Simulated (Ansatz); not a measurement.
# The silicon atom (triplet): density functionals in cc-pVDZ, part 1 of 2

What do functionals of several rungs give for the silicon atom (triplet)?

Program: Ansatz 0.2.0, Gaussian basis. Level of theory: cc-pVDZ, all electrons in the functionals, frozen cores in the correlation of double hybrids and RPA. These are calculated values, not measurements.

Plan: SPW92, PBE, BLYP, revPBE, r2SCAN, B97M-V, PBE0, B3LYP, r2SCANh, r2SCAN0, BHLYP, CAM-B3LYP, wB97X-V, wB97M-V, HSE06, B2PLYP, PBE-QIDH, RPA-PBE.

## (1) The atom

A free atom, in its lowest state of this spin that the program finds.

1 atom, charge 0, spin multiplicity 3.

No dispersion term is added; B97M-V, wB97X-V, wB97M-V hold VV10 nonlocal correlation. B3LYP takes the VWN-RPA correlation. HSE06 is the plane-wave form.

## (2) SPW92 (unrestricted)

in.yaml

```yaml
crystal:
  periodic: [false, false, false]
  atoms:
    - {symbol: Si, position_ang: [0.000000, 0.000000, 0.000000]}
basis:
  gaussian: {orbitals: cc-pVDZ}
magnetization: {spin_polarized: true, initial_magnetization: 2}
hamiltonian: {xc: {name: SPW92}}
```

Launch:

```console
$ ansatz run in.yaml --threads 1 --pin off --events-out ev --progress --plain --max-ram 2393MiB
```

Log:

```text
Functional definition: SPW92
  name "SPW92"
  cite "Dirac, Proc. Camb. Phil. Soc. 26, 376 (1930) doi:10.1017/S0305004100016108"
  cite "Slater, Phys. Rev. 81, 385 (1951) doi:10.1103/PhysRev.81.385"
  cite "Perdew & Wang, Phys. Rev. B 45, 13244 (1992) doi:10.1103/PhysRevB.45.13244"
  exchange = slater_x
  correlation = pw_c
100 factors; integrals over basis functions are off by at most 2.0e-4 eV
mean field evaluation 1: about -7842.1469 eV, gradient 2.3e0 eV
mean field evaluation 2: about -7842.1400 eV, gradient 2.5e0 eV
mean field evaluation 4: about -7842.1996 eV, gradient 1.2e0 eV
mean field evaluation 8: about -7842.1965 eV, gradient 1.2e0 eV
mean field evaluation 16: about -7842.1511 eV, gradient 2.3e0 eV
mean field -7842.21566215 eV, -288.1961099392 hartree, gradient 1.4e-5 eV, S^2 2.001222; 1 other end points of the search recorded, 0 dependent functions left out
reference -7842.21567923 eV, -288.1961105669 hartree; 8, 6 occupied and 10, 12 virtual orbitals, 100 factors
Total energy: -7842.21567923 eV, -288.1961105669 hartree
```

It took 0.18 s on 1 thread of Arm Neoverse V2, shared host.

From the report: ⟨S²⟩ of the determinant 2.001 (pure triplet: 2.00).

## (3) PBE (unrestricted)

in.yaml: that of step 2 with these lines changed.

```diff
@@ -7,2 +7,3 @@
 magnetization: {spin_polarized: true, initial_magnetization: 2}
-hamiltonian: {xc: {name: SPW92}}
+hamiltonian: {xc: {name: PBE}}
+output: {orbitals: {seedname: orbitals}}
```

Launched as before.

Log:

```text
Functional definition: PBE
  name "PBE"
  cite "Perdew, Burke & Ernzerhof, Phys. Rev. Lett. 77, 3865 (1996) doi:10.1103/PhysRevLett.77.3865"
  parent pbe
  parameter kappa = 0.804
  parameter beta = 0.06672455060314922
  exchange = pbe_x(kappa = kappa, mu = beta*pi^2/3)
  correlation = pbe_c(beta = beta)
100 factors; integrals over basis functions are off by at most 2.0e-4 eV
mean field evaluation 1: about -7869.9756 eV, gradient 2.4e0 eV
mean field evaluation 2: about -7870.0462 eV, gradient 9.5e-1 eV
mean field evaluation 4: about -7870.0524 eV, gradient 1.8e-1 eV
mean field evaluation 8: about -7870.0527 eV, gradient 1.9e-4 eV
mean field evaluation 16: about -7870.0527 eV, gradient 4.5e-3 eV
mean field -7870.05272461 eV, -289.2191031161 hartree, gradient 7.7e-5 eV, S^2 2.003183; 2 other end points of the search recorded, 0 dependent functions left out
reference -7870.05274637 eV, -289.2191039156 hartree; 8, 6 occupied and 10, 12 virtual orbitals, 100 factors
Total energy: -7870.05274637 eV, -289.2191039156 hartree
```

It took 0.33 s on 1 thread of Arm Neoverse V2, shared host.

From the report: ⟨S²⟩ of the determinant 2.003 (pure triplet: 2.00).

## (4) BLYP (unrestricted)

in.yaml: that of step 3 with these lines changed.

```diff
@@ -7,3 +7,2 @@
 magnetization: {spin_polarized: true, initial_magnetization: 2}
-hamiltonian: {xc: {name: PBE}}
-output: {orbitals: {seedname: orbitals}}
+hamiltonian: {xc: {name: BLYP}}
```

Same command.

Log:

```text
Functional definition: BLYP
  name "BLYP"
  cite "Becke, Phys. Rev. A 38, 3098 (1988) doi:10.1103/PhysRevA.38.3098"
  cite "Lee, Yang & Parr, Phys. Rev. B 37, 785 (1988) doi:10.1103/PhysRevB.37.785"
  parameter beta = 0.0042
  parameter a = 0.04918
  parameter b = 0.132
  parameter c = 0.2533
  parameter d = 0.349
  exchange = b88_x(beta = beta)
  correlation = lyp_c(a = a, b = b, c = c, d = d)
100 factors; integrals over basis functions are off by at most 2.0e-4 eV
mean field evaluation 1: about -7874.1380 eV, gradient 2.6e0 eV
mean field evaluation 2: about -7874.2093 eV, gradient 1.2e0 eV
mean field evaluation 4: about -7874.2209 eV, gradient 1.5e-1 eV
mean field evaluation 8: about -7874.2211 eV, gradient 2.2e-4 eV
mean field evaluation 16: about -7874.2211 eV, gradient 4.5e-3 eV
mean field evaluation 32: about -7874.2209 eV, gradient 1.2e-1 eV
mean field -7874.22114044 eV, -289.3722895723 hartree, gradient 1.5e-5 eV, S^2 2.002400; 5 other end points of the search recorded, 0 dependent functions left out
reference -7874.22132140 eV, -289.3722962224 hartree; 8, 6 occupied and 10, 12 virtual orbitals, 100 factors
Total energy: -7874.22132140 eV, -289.3722962224 hartree
```

It took 0.51 s on 1 thread of Arm Neoverse V2, shared host.

From the report: ⟨S²⟩ of the determinant 2.002 (pure triplet: 2.00).

## (5) revPBE (unrestricted)

in.yaml: that of step 4 with these lines changed.

```diff
@@ -7,2 +7,2 @@
 magnetization: {spin_polarized: true, initial_magnetization: 2}
-hamiltonian: {xc: {name: BLYP}}
+hamiltonian: {xc: {name: revPBE}}
```

The command is unchanged.

Log:

```text
Functional definition: revPBE
  name "revPBE"
  cite "Zhang & Yang, Phys. Rev. Lett. 80, 890 (1998) doi:10.1103/PhysRevLett.80.890"
  cite "Perdew, Burke & Ernzerhof, Phys. Rev. Lett. 77, 3865 (1996) doi:10.1103/PhysRevLett.77.3865"
  parameter kappa = 1.245
  parameter beta = 0.06672455060314922
  exchange = pbe_x(kappa = kappa, mu = beta*pi^2/3)
  correlation = pbe_c(beta = beta)
100 factors; integrals over basis functions are off by at most 2.0e-4 eV
mean field evaluation 1: about -7872.5069 eV, gradient 2.3e0 eV
mean field evaluation 2: about -7872.5764 eV, gradient 8.8e-1 eV
mean field evaluation 4: about -7872.5811 eV, gradient 1.9e-1 eV
mean field evaluation 8: about -7872.5815 eV, gradient 2.2e-4 eV
mean field evaluation 16: about -7872.5875 eV, gradient 6.6e-2 eV
mean field evaluation 32: about -7872.5815 eV, gradient 1.5e-4 eV
mean field -7872.58151479 eV, -289.3120344412 hartree, gradient 2.2e-5 eV, S^2 2.003648; 2 other end points of the search recorded, 0 dependent functions left out
reference -7872.58154184 eV, -289.3120354351 hartree; 8, 6 occupied and 10, 12 virtual orbitals, 100 factors
Total energy: -7872.58154184 eV, -289.3120354351 hartree
```

Wall time 0.33 s (1 thread of Arm Neoverse V2, shared host).

From the report: ⟨S²⟩ of the determinant 2.004 (pure triplet: 2.00).

## (6) r2SCAN (unrestricted)

in.yaml: that of step 5 with these lines changed.

```diff
@@ -7,2 +7,2 @@
 magnetization: {spin_polarized: true, initial_magnetization: 2}
-hamiltonian: {xc: {name: revPBE}}
+hamiltonian: {xc: {name: r2SCAN}}
```

The command is unchanged.

Log (excerpt; [...] marks lines left out):

```text
Functional definition: r2SCAN
  name "r2SCAN"
  cite "Furness, Kaplan, Ning, Perdew & Sun, J. Phys. Chem. Lett. 11, 8208 (2020) doi:10.1021/acs.jpclett.0c02405"
  cite "Furness, Kaplan, Ning, Perdew & Sun, J. Phys. Chem. Lett. 11, 9248 (2020) doi:10.1021/acs.jpclett.0c03077"
  parent r2scan
[...]
100 factors; integrals over basis functions are off by at most 2.0e-4 eV
[...]
mean field -7873.31098352 eV, -289.3388419227 hartree, gradient 1.1e-5 eV, S^2 2.007333; 6 other end points of the search recorded, 0 dependent functions left out
reference -7873.31099119 eV, -289.3388422042 hartree; 8, 6 occupied and 10, 12 virtual orbitals, 100 factors
Total energy: -7873.31099119 eV, -289.3388422042 hartree
```

It took 1.5 s on 1 thread of Arm Neoverse V2, shared host.

From the report: ⟨S²⟩ of the determinant 2.007 (pure triplet: 2.00).

## (7) B97M-V (unrestricted)

in.yaml: that of step 6 with these lines changed.

```diff
@@ -7,2 +7,2 @@
 magnetization: {spin_polarized: true, initial_magnetization: 2}
-hamiltonian: {xc: {name: r2SCAN}}
+hamiltonian: {xc: {name: B97M-V}}
```

Same command.

Log (excerpt; [...] marks lines left out):

```text
Functional definition: B97M-V
  name "B97M-V"
  cite "Mardirossian & Head-Gordon, J. Chem. Phys. 142, 074111 (2015) doi:10.1063/1.4907719"
  cite "Becke, J. Chem. Phys. 107, 8554 (1997) doi:10.1063/1.475007"
  cite "Vydrov & Van Voorhis, J. Chem. Phys. 133, 244103 (2010) doi:10.1063/1.3521275"
  # Of w^i u^j: cxij and so on, Table III.
[...]
  gx(w, u) = cx00 + cx01*u + cx02*u^2 + (cx10 + cx11*u)*w
  gss(w, u) = css00 + css02*u^2 + css10*w + (css32*w^3 + css42*w^4)*u^2
  gos(w, u) = cos00 + cos01*u + cos03*u^3 + cos10*w + cos32*w^3*u^2
[...]
      + integral(e_c_pw_mod_opposite_spin*gos(b97_w_opposite, b97_u_opposite)) + vv10(b, c)
100 factors; integrals over basis functions are off by at most 2.0e-4 eV
[...]
mean field -7871.97199078 eV, -289.2896348471 hartree, gradient 5.1e-5 eV, S^2 2.003688; 2 other end points of the search recorded, 0 dependent functions left out
reference -7871.97202334 eV, -289.2896360434 hartree; 8, 6 occupied and 10, 12 virtual orbitals, 100 factors
Total energy: -7871.97202334 eV, -289.2896360434 hartree
```

Run time: 1.4 s. Hardware: 1 thread of Arm Neoverse V2, shared host.

From the report: ⟨S²⟩ of the determinant 2.004 (pure triplet: 2.00).

## (8) PBE0 (unrestricted)

in.yaml: that of step 7 with these lines changed.

```diff
@@ -7,2 +7,3 @@
 magnetization: {spin_polarized: true, initial_magnetization: 2}
-hamiltonian: {xc: {name: B97M-V}}
+hamiltonian: {xc: {name: PBE0}}
+output: {orbitals: {seedname: orbitals}}
```

Same command.

Log:

```text
Functional definition: PBE0
  name "PBE0"
  cite "Adamo & Barone, J. Chem. Phys. 110, 6158 (1999) doi:10.1063/1.478522"
  cite "Perdew, Burke & Ernzerhof, Phys. Rev. Lett. 77, 3865 (1996) doi:10.1103/PhysRevLett.77.3865"
  parent pbe
  parameter a = 0.25
  parameter kappa = 0.804
  parameter beta = 0.06672455060314922
  exchange = (1 - a)*pbe_x(kappa = kappa, mu = beta*pi^2/3) + a*exact_x
  correlation = pbe_c(beta = beta)
100 factors; integrals over basis functions are off by at most 2.0e-4 eV
mean field evaluation 1: about -7870.7612 eV, gradient 2.1e0 eV
mean field evaluation 2: about -7870.8171 eV, gradient 5.1e-1 eV
mean field evaluation 4: about -7870.8213 eV, gradient 1.4e-1 eV
mean field evaluation 8: about -7870.8215 eV, gradient 2.9e-4 eV
mean field -7870.82152536 eV, -289.2473560226 hartree, gradient 4.1e-5 eV, S^2 2.004404; 0 other end points of the search recorded, 0 dependent functions left out
reference -7870.82154167 eV, -289.2473566220 hartree; 8, 6 occupied and 10, 12 virtual orbitals, 100 factors
Total energy: -7870.82154167 eV, -289.2473566220 hartree
```

Wall time 0.18 s (1 thread of Arm Neoverse V2, shared host).

From the report: ⟨S²⟩ of the determinant 2.004 (pure triplet: 2.00).

## (9) B3LYP (unrestricted)

in.yaml: that of step 8 with these lines changed.

```diff
@@ -7,3 +7,2 @@
 magnetization: {spin_polarized: true, initial_magnetization: 2}
-hamiltonian: {xc: {name: PBE0}}
-output: {orbitals: {seedname: orbitals}}
+hamiltonian: {xc: {name: B3LYP}}
```

Same command.

Log (excerpt; [...] marks lines left out):

```text
Functional definition: B3LYP
  name "B3LYP"
  cite "Stephens, Devlin, Chabalowski & Frisch, J. Phys. Chem. 98, 11623 (1994) doi:10.1021/j100096a001"
  cite "Becke, Phys. Rev. A 38, 3098 (1988) doi:10.1103/PhysRevA.38.3098"
  cite "Lee, Yang & Parr, Phys. Rev. B 37, 785 (1988) doi:10.1103/PhysRevB.37.785"
  cite "Vosko, Wilk & Nusair, Can. J. Phys. 58, 1200 (1980) doi:10.1139/p80-159"
[...]
100 factors; integrals over basis functions are off by at most 2.0e-4 eV
[...]
mean field -7874.66623987 eV, -289.3886466746 hartree, gradient 4.7e-5 eV, S^2 2.003108; 1 other end points of the search recorded, 0 dependent functions left out
reference -7874.66637502 eV, -289.3886516413 hartree; 8, 6 occupied and 10, 12 virtual orbitals, 100 factors
Total energy: -7874.66637502 eV, -289.3886516413 hartree
```

It took 0.3 s on 1 thread of Arm Neoverse V2, shared host.

From the report: ⟨S²⟩ of the determinant 2.003 (pure triplet: 2.00).

## (10) r2SCANh (unrestricted)

in.yaml: that of step 9 with these lines changed.

```diff
@@ -7,2 +7,2 @@
 magnetization: {spin_polarized: true, initial_magnetization: 2}
-hamiltonian: {xc: {name: B3LYP}}
+hamiltonian: {xc: {name: r2SCANh}}
```

The command is unchanged.

Log (excerpt; [...] marks lines left out):

```text
Functional definition: r2SCANh
  name "r2SCANh"
  cite "Bursch, Neugebauer, Ehlert & Grimme, J. Chem. Phys. 156, 134105 (2022) doi:10.1063/5.0086040"
  cite "Furness, Kaplan, Ning, Perdew & Sun, J. Phys. Chem. Lett. 11, 8208 (2020) doi:10.1021/acs.jpclett.0c02405"
  cite "Furness, Kaplan, Ning, Perdew & Sun, J. Phys. Chem. Lett. 11, 9248 (2020) doi:10.1021/acs.jpclett.0c03077"
  parent r2scan
[...]
100 factors; integrals over basis functions are off by at most 2.0e-4 eV
[...]
mean field -7873.30398897 eV, -289.3385848775 hartree, gradient 5.6e-6 eV, S^2 2.007475; 1 other end points of the search recorded, 0 dependent functions left out
reference -7873.30399593 eV, -289.3385851334 hartree; 8, 6 occupied and 10, 12 virtual orbitals, 100 factors
Total energy: -7873.30399593 eV, -289.3385851334 hartree
```

Wall time 0.78 s (1 thread of Arm Neoverse V2, shared host).

From the report: ⟨S²⟩ of the determinant 2.007 (pure triplet: 2.00).

(Continued in part 2 of 2.)
